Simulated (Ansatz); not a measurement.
# Several solutions for singlet SO

```yaml
atoms:
  - { symbol: S, position_ang: [0.0000, 0.0000, 0.0000] }
  - { symbol: O, position_ang: [0.0000, 0.0000, 2.0860] }
```

Basis set: 6-31G (spherical functions). Charge 0, multiplicity 1.

UHF was run from several starts with Ansatz (development build ahead of 0.2.0).

```json
{"run": "A", "program": "Ansatz", "start": "search for the lowest state", "converged": "yes", "energy (hartree)": "-472.24123", "<S²>": "1.66"}
{"run": "B", "program": "Ansatz", "start": "stability test followed", "converged": "yes", "energy (hartree)": "-472.19461", "<S²>": "1.40"}
{"run": "C", "program": "Ansatz", "start": "atomic start, no search", "converged": "yes", "energy (hartree)": "-472.08536", "<S²>": "0.00"}
```

Q: Which runs reached the lowest solution of this kind, and what is wrong with the others?

A: A reached the lowest solution found. Converged but too high: B by 1.27 eV, C by 4.24 eV. Convergence only shows a stationary point, and even a stable one can lie too high; stability tests and further starts are what find lower ones. Caution: another spin multiplicity may lie lower. Caution: the unrestricted determinant is a mixture of spin states.
